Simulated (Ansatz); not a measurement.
We consider zinc-blende BeTe, described by HSE06 (plane waves, PAW; Ansatz, an electronic-structure program).

Input:

Ansatz 0.2 input:
```yaml
crystal:
  lattice:
    - [0.0, -2.8085, 2.8085]
    - [2.8085, -2.8085, 0.0]
    - [2.8085, 0.0, 2.8085]
  atoms:
    - { symbol: Be, position: [0.0, 0.0, 0.0] }
    - { symbol: Te, position: [0.25, 0.25, 0.25] }
basis:
  ecutwfc: 460
  ecutrho_ratio: 4
  xc_grid: 2
kpoints:
  mp_grid: { grid: [8, 8, 8] }
hamiltonian:
  xc: hse06
  dispersion: none
  pseudopotentials: { kind: paw }
scf:
  occupations: { method: fermi_dirac, width: 0.01 }
  convergence: { dr2_threshold: 0.0000000002 }
output:
  forces: true
  stress: true
  eigenvalues: true
```

**Question.** How many irreducible k-points, plane waves at Γ does the program set up, and what pressure does the run end with?

**Answer.** 29 irreducible k-points, 965 plane waves at Γ; P = 0.42 GPa, so the cell is compressed on average and its volume would grow at this level.

The run printed, among other lines:

```
WARN output.stress: scf.exx.energy_threshold = 1e-6 eV is looser than the 2e-8 eV advised for a stress under a hybrid functional (1e-8 eV for each atom of the …
Crystal: 2 atoms, lattice volume = 44.305 Å³
Basis set: ecut = 460 eV, 965 PW (Γ), exchange–correlation on 60×60×60 points (8 copies of the dense FFT grid, shifted against one another)
Bands: 13, of which v1, the nominal top of the filled ones, is band 9 counted from 1 (8 counted from 0)
Symmetry: 24 space group operations
Space group: F-43m (ITA 216), of the structure as read, at distance tolerance 3.5e-5 Å
k-points: 29 of 512 (time reversal used)
SCF iter   1: F=—  HF=-7073.440180 eV  |F-HF|=—  |Δ(HF+E_count)|=         —  Δρ=3.88e-4  dr2=2.25e-5
SCF iter   2: F=-7073.440334 eV  HF=-7073.440296 eV  |F-HF|=3.73e-5  |Δ(HF+E_count)|=   1.17e-4  Δρ=2.00e-4  dr2=5.09e-6
Crystal: 2 atoms, lattice volume = 44.305 Å³
Initial density: handed on by an earlier stage of this run
  ...
Crystal: 2 atoms, lattice volume = 44.305 Å³
SCF iter   5: F=—  HF=-7078.186652 eV  |F-HF|=—  |Δ(HF+E_count)|=   8.59e-9  Δρ=7.95e-7  dr2=3.08e-10
SCF iter   6: F=-7078.186652 eV  HF=-7078.186652 eV  |F-HF|=3.64e-12  |Δ(HF+E_count)|=  1.01e-10  Δρ=8.72e-8  dr2=2.41e-11
SCF 3 converged in 6 iterations: F = -7078.186652 eV  dr2 = 2.41e-11
Free energy (F): -7078.186652 eV
Internal energy: -7078.186652 eV  (E = F + TS)
E sigma→0 (E₀):  -7078.186652 eV
Fermi energy:    8.387033 eV
--- Stress (GPa, compression-positive) ---
        0.423957      -0.000000       0.000000
       -0.000000       0.423957      -0.000000
        0.000000      -0.000000       0.423957
  P = ⅓ Tr σ = 0.4240 GPa (4.240 kbar)
```

The PAW data were made under PBE.

Note: cell and atoms aren't relaxed at this level (pressure 0.4 GPa).
